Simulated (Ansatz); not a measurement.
**Worked example: correlation energy of Si₂⁺, doublet**

Geometry: that of the Si2⁺, quartet, kept fixed. The quartet lies 0.8 eV lower here.

```xyz
2

Si    0.0000    0.0000    0.0000
Si    0.0000    0.0000    2.2726
```

Basis aug-cc-pVDZ; Ansatz 0.2.0. Correlated methods freeze the noble-gas cores, which leaves 7 electrons in 44 orbitals. Prefix R: restricted or restricted open-shell reference.

Full CI isn't at hand for all of this; RCCSDTQ serves as the reference, and is uncertain by the last step of the cluster series or more.

The largest doubles amplitude grows up the series, to 0.33: the determinant mixes near-degenerate terms, and the last step may understate the doubt.

RCCSD has a T1 diagnostic of 0.019 and a largest doubles amplitude of 0.10.

Runs differ by some tens of microhartree through their thresholds and, for an open shell, their frozen cores, so steps under 0.03 kcal/mol mean nothing.

| level | total energy (hartree) |
| --- | --- |
| RHF | -577.469065 |
| RMP2 | -577.581705 |
| RCCSD | -577.619744 |
| RCCSD(T) | -577.625215 |
| RCCSDT | -577.627406 |
| RCCSDT(Q) | -577.627983 |
| RCCSDTQ | -577.628227 |

**Question.** What is the correlation energy at RCCSDTQ, and what share of it do RMP2 and RCCSD recover?

**Answer.** E(corr) = -577.628227 − (-577.469065) = -0.159162 hartree = -4.331 eV. RMP2: -0.112640 / -0.159162 = 70.77 %. RCCSD: -0.150679 / -0.159162 = 94.67 %.

**Question.** By how many kcal/mol does RCCSD(T) miss RCCSDTQ (1 hartree = 627.509 kcal/mol), and which steps make up the rest?

**Answer.** -577.625215 − (-577.628227) = 0.003012 hartree = 1.89 kcal/mol. Steps: RCCSDT − RCCSD(T) = -1.37, RCCSDT(Q) − RCCSDT = -0.36, RCCSDTQ − RCCSDT(Q) = -0.15 kcal/mol. Differences between like states or geometries often cancel part of this.
